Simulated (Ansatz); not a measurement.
# Scan of [Cl···H···H], doublet

Starting geometry:

```xyz
3

Cl    0.0000    0.0000   -1.1976
H     0.0000    0.0000    0.0812
H     0.0000    0.0000    1.1164
```

From there H2 is moved from one fragment to the other while all else, the fragments' distance too, stays fixed; atoms are numbered as listed. Energies are in kcal/mol, counted from the starting geometry at the same level.

Basis cc-pVDZ; Ansatz 0.2.0. Correlated methods freeze the noble-gas cores. R marks a restricted (for open shells ROHF) determinant, U an unrestricted one. Active spaces: valence = (9e, 6o) chosen from the atoms' valence shells.

Runs in a small pair space aren't shown, since their orbitals change along the scan.

Full CI is exact within this basis and frozen core; it isn't the basis-set limit. The frozen core follows each run's orbitals, which can shift R against U totals by a few meV.

| distance Cl1-H2 (Å) | full CI | unpaired electrons (full CI) | error UMP2 | error RCCSD(T) | error RCCSDTQ | error UCCSDTQ | error NEVPT2 (valence space) | error MRCISD+Q (valence space) |
| --- | --- | --- | --- | --- | --- | --- | --- | --- |
| 1.189 | 6.3 | 1.03 | -0.9 | 0.0 | 0.0 | 0.0 | -0.5 | 0.0 |
| 1.279 | 0.0 | 1.03 | 0.0 | 0.0 | 0.0 | 0.0 | 0.0 | 0.0 |
| 1.320 | -1.3 | 1.03 | 0.5 | 0.0 | 0.0 | 0.0 | 0.2 | 0.0 |
| 1.362 | -2.1 | 1.03 | 1.1 | 0.0 | 0.0 | 0.0 | 0.5 | 0.0 |
| 1.403 | -2.6 | 1.03 | 1.7 | 0.0 | 0.0 | 0.0 | 0.8 | -0.1 |
| 1.445 | -3.0 | 1.03 | 2.2 | 0.0 | 0.0 | 0.0 | 1.1 | -0.1 |
| 1.486 | -3.2 | 1.03 | 2.5 | 0.0 | 0.0 | 0.0 | 1.5 | -0.1 |
| 1.528 | -3.1 | 1.03 | 2.7 | 0.0 | 0.0 | 0.0 | 1.9 | -0.2 |
| 1.569 | -2.4 | 1.03 | 2.7 | 0.0 | 0.0 | 0.0 | 2.2 | -0.2 |

Unpaired electrons are Σ n²(2−n)² over natural occupations. Errors are those of relative energies. In total energy the starting point itself misses full CI by: UMP2 13.7, RCCSD(T) 0.4, RCCSDTQ 0.0, UCCSDTQ 0.0, NEVPT2 (valence space) 21.1, MRCISD+Q (valence space) 0.2 kcal/mol.

Spread of the error over the points with a reference, to 1.569 Å (largest less smallest): RCCSDTQ 0.0, UCCSDTQ 0.0, RCCSD(T) 0.1, MRCISD+Q (valence space) 0.2, NEVPT2 (valence space) 2.7, UMP2 3.6 kcal/mol.
